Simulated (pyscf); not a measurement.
Structures and frequencies: ωB97X-D3(BJ)/def2-SVP in PySCF.

Q: H₂C=CH–NH₂ (SMILES C=CN) + H₂ (SMILES [H][H]) → H₂C=CH₂ (SMILES C=C) + NH₃ (SMILES N)
Surface: singlet. Broken: C–N, H–H. Formed: C–H, H–N. Give ΔE‡ and ΔE from ωB97M-D3(BJ)/def2-TZVP, relative to the separated reactants.

A: ΔE‡ = 73.7 kcal/mol, ΔE = -13.9 kcal/mol. Zero-point energy shifts the barrier by +2.8 kcal/mol. It is a four-centre exchange, with an imaginary mode of 1290i cm⁻¹. One saddle was located; it need not be the lowest between these sides.
